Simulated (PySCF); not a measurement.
A run for PySCF: R-MP2/6-31G* on HF (SMILES F).

```python
from pyscf import gto, scf, dft, mp
from pyscf.data.elements import chemcore

mol = gto.M(
    atom='''
    F     0.00000000    0.00000000    0.00000000
    H     0.91538107    0.00000000    0.00000000
    ''',
    basis='6-31g*',
    cart=True,
    charge=0, spin=0, verbose=3, max_memory=1800)
mf = scf.RHF(mol)
mf.conv_tol = 1e-8
mf.max_cycle = 100
mf.kernel()
if not mf.converged:
    mf = mf.newton().run(mf.mo_coeff, mf.mo_occ)
pt = mp.MP2(mf, frozen=chemcore(mol)).run()
```

Program output:

```
converged SCF energy = -100.002883110673
E(RMP2) = -100.181790399839  E_corr = -0.178907289165997
E(SCS-RMP2) = -100.175638941252  E_corr = -0.172755830579279
```

The calculation finished and met its thresholds.

Cost: very roughly 0.17 core-seconds.
